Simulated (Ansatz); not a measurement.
System: hcp Tl. Method: PBE+SOC in Ansatz (PAW).

Run with plane-wave cutoff 520 eV, 18×18×10 k mesh (along the axes of the cell as run), Fermi–Dirac smearing 0.05 eV, PAW data made under PBE.

Energies at three volumes about the minimum:

```csv
V (Å³/atom),E − E_lowest (meV/atom)
30.283,1.13
30.902,0.00
31.520,0.98
```

Question: Fit a parabola by hand: where is the minimum, and what is the bulk modulus?

Answer: Slopes: (0.00 − 1.13)/(30.902 − 30.283) = -1.826 and (0.98 − 0.00)/(31.520 − 30.902) = 1.586 meV/Å³. Curvature E″ = 2 × (1.586 − (-1.826))/(31.520 − 30.283) = 5.517 meV/Å⁶. From the middle of the first interval, the slope vanishes at V0 = 30.5925 − (-1.826)/5.517 = 30.923 Å³/atom. B = V0 E″ = 30.923 × 5.517 meV/Å³ × 0.1602 GPa per meV/Å³ = 27.3 GPa. The full Birch–Murnaghan fit to all volumes gives V0 = 30.911 Å³/atom and B0 = 27.2 GPa.

Shape and atoms are relaxed at each volume.

Measured, for comparison: bulk modulus 37.4 GPa, equilibrium volume per atom 27.99 Å³/atom (copied from a table, unchecked, extrapolated to 0 K and zero-point effects removed; as tabulated in Lejaeghere et al. (2013), arXiv:1204.2733). Computed less measured: bulk modulus not scored (unchecked), equilibrium volume per atom not scored (unchecked).

Ansatz is a quantum-chemistry and plane-wave program.
